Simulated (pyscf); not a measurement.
Thermochemistry of product channels of HO–Nb(F)(F)(F)–F + H atom (H•) on the doublet surface, in kJ/mol, from ωB97M-D3(BJ)/def2-TZVP energies (ideal gas, 1 atm, RRHO with modes under 100 cm⁻¹ raised to 100, one conformer, R ln 2 for chiral ones without a mode under 150 cm⁻¹). Optimised with ωB97X-D3(BJ)/def2-SVP in PySCF.

```
products                                    ΔE  ΔH(298 K)  ΔG(900 K)  ΔG(1200 K)
-----------------------------------------  ---  ---------  ---------  ----------
[O–Nb(F)(F)(F)–F]• + hydrogen (H₂)         [?]      +56.6      +43.0       +40.0
[HO–Nb(F)(F)–F]• + hydrogen fluoride (HF)  [?]      -58.2     -102.1      -113.5
```

What belongs in the gaps?


- [O–Nb(F)(F)(F)–F]• + hydrogen (H₂), ΔE: +58.9
- [HO–Nb(F)(F)–F]• + hydrogen fluoride (HF), ΔE: -74.3

These are energies of the channels, which say nothing of barriers. Open-shell species with a d-block atom are single-reference here; other states, and whether the spin sits on metal or ligand, were not checked. Elements past Kr carry the def2 core potentials, without spin-orbit coupling.
